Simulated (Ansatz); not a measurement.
Start from Ge in the diamond structure (space group Fd-3m, No. 227; a = 5.6762 Å).

All numbers come from PBEsol in Ansatz (plane waves to 420 eV, PAW, spin-orbit coupling left out).

| level | band gap | lattice parameter a |
|---|---|---|
| PBEsol | zero | 5.676 Å |

Measured: band gap 0.792 eV (static lattice; corrected from measurement; as listed in Anna Miglio et al., npj Computational Materials (2020)); lattice parameter a 5.644 Å (static lattice; corrected from measurement; as listed in Daniel Mejia-Rodriguez, S. B. Trickey, Phys. Rev. B (2018)).

Computed minus measured — band gap: PBEsol -0.79 eV; lattice parameter a: PBEsol +0.6 %. A measured gap can be an optical one, lowered by exciton binding. Levels without spin-orbit coupling miss its lowering of the gap, often about a third of the valence-band splitting.

Stability against distortions was not tested. The zero or small gap of Ge can change with the level of theory.

Ansatz is a program for electronic structure.
